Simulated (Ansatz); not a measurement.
# SiPH (singlet): wave-function methods side by side at a displaced geometry (v1), cc-pVTZ

An exercise on one series of results from a longer session: the logs are not shown, and one member is left open.

The runs use Ansatz 0.2.0, Gaussian basis; cc-pVTZ, core rule «outside noble gas», up to 10 orbitals frozen.

To be run: UHF; CCSD(T) on RHF; CCSD(T) on UHF; BCCD(T) on RHF; CCSDT(Q) on RHF; CASSCF and NEVPT2, 10 electrons in 9 orbitals.

9 further runs of the same task are left out: 5 that didn't finish, 4 set aside as unsound or not needed.

### What is computed

The geometry is a PBE0/def2-TZVP stationary point (not a proven minimum) with its atoms shifted at random (size 0.040 Å).

3 atoms, charge 0, spin multiplicity 1.

Atoms are counted from 1 here; the program's logs count them from 0.

Bond lengths: Si1–P2 2.056 Å, P2–H3 1.526 Å. Angles: Si1–P2–H3 62.6°.

The first run:

File in.yaml:

```yaml
crystal:
  periodic: [false, false, false]
  atoms:
    - {symbol: Si, position_ang: [-0.000361, -0.002204, 1.083321]}
    - {symbol: P, position_ang: [-0.001194, -0.041152, -0.972623]}
    - {symbol: H, position_ang: [0.046770, 1.326007, -0.297465]}
basis:
  gaussian: {orbitals: cc-pVTZ}
magnetization: {spin_polarized: true, initial_magnetization: 0}
hamiltonian: {xc: hf}
output: {orbitals: {seedname: orbitals}}
```

Started as:

```console
ansatz run in.yaml --threads 1 --pin off --events-out ev --progress --plain --max-ram 2393MiB
```

Steps of the session up to this table: UHF; CCSD(T) on RHF; CCSD(T) on UHF; BCCD(T) on RHF; CCSDT(Q) on RHF; CASSCF and NEVPT2, 10 electrons in 9 orbitals.

One table of the session follows, with a row left open; its other results are not shown here.

It belongs to the step «Misses and costs». 

| method | from RCCSDT(Q) (meV) |
| --- | --- |
| RHF | +7975.8 |
| UHF | +7971.8 |
| RMP2 | +1254.3 |
| RCCSD | +536.4 |
| RCCSD(T) | +68.5 |
| BCCD(T) | +66.9 |
| RCCSDT | ? |
| RCCSDT(Q) | 0 |
| CASSCF valence | +5668.6 |
| NEVPT2 valence | +1282.8 |

Q: Estimate the row for RCCSDT from the others.

The run gave: from RCCSDT(Q) (meV): +40.5. In the column «from RCCSDT(Q) (meV)» it lies between RCCSDT(Q) (0) and BCCD(T) (+66.9).

Not comparable, so not listed: CCSD(T) on UHF (they don't share determinant, frozen orbitals or solution with the rows shown, or repeat one).

Caveats from the session: Warnings: restricted reference is unstable; spin contamination.
